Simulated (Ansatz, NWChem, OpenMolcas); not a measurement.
Appearance energy of a fragment ion: CH3NO → NO+ + CH3 + e⁻

Gas-phase species: CH3NO (Nitrosomethane) `CN=O`, singlet; NO+, singlet; CH3 `[CH3]`, doublet. 

Shapes, held fixed at every level: PBE0-D4/def2-TZVP; NO+ at the measured bond length. Programs: Ansatz 0.2.0, NWChem 7.3.0, OpenMolcas 26.06. A level may come from different programs for different species; with the same settings they agree closely. Electronic energies: no zero-point or thermal term.

```csv
level,kind,ΔE (eV)
HF/STO-3G,Hartree–Fock,+10.45
HF/3-21G,Hartree–Fock,+10.43
HF/def2-SVP,Hartree–Fock,+9.86
B3LYP/6-31G* (Cartesian functions),global hybrid,+11.59
PBE0/def2-SVP,global hybrid,+11.57
```

PBE0/def2-SVP gives ΔE = +11.57 eV; the levels span +9.86 to +11.59. The median of the levels is +10.45. No measured value is set beside it here. Open shells run unrestricted. The onset seen in experiment also holds zero-point changes and kinetic shifts. Rows in sets without polarisation functions are far from converged.
